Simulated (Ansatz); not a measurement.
System: CH4O, charge 0, singlet. CH4O (SMILES CO).
B3LYP-D3(BJ)/def2-TZVP minimum from Ansatz (an electronic-structure program):
```
C
H 1 1.0891
H 1 1.0957 2 108.34
H 1 1.0957 2 108.34 3 -117.92
O 1 1.4207 2 106.80 3 121.04
H 5 0.9621 1 108.72 2 -180.00
```
Charge 0, spin multiplicity 1.

Hartree-Fock and CCSD(T) correlation energies in hartree (Ansatz). UHF or UKS for unpaired electrons; spin-orbit terms are left out. Correlated methods leave the cores frozen. No relativity.

```
basis    X       E(HF)  E(corr, CCSD(T))
-------  -  ----------  ----------------
cc-pVTZ  3  -115.08908          -0.46165
cc-pVQZ  4  -115.09858          -0.49030
cc-pV5Z  5  -115.10118          withheld
```

Problem. Fit E(corr) = E∞ + A/X³ to X = 3 and 4, predict X = 5, and compare with the run.

Solution. A = (-0.46165 - (-0.49030))/(1/27 - 1/64) = 1.3380; E∞ = -0.49030 - A/64 = -0.51121; at X = 5, E∞ + A/125 = -0.50050. The run gave -0.50001, 0.49 mEh above the prediction. The same form on X = 4 and 5 gives E∞ = -0.51020, 1.01 mEh above the first estimate.
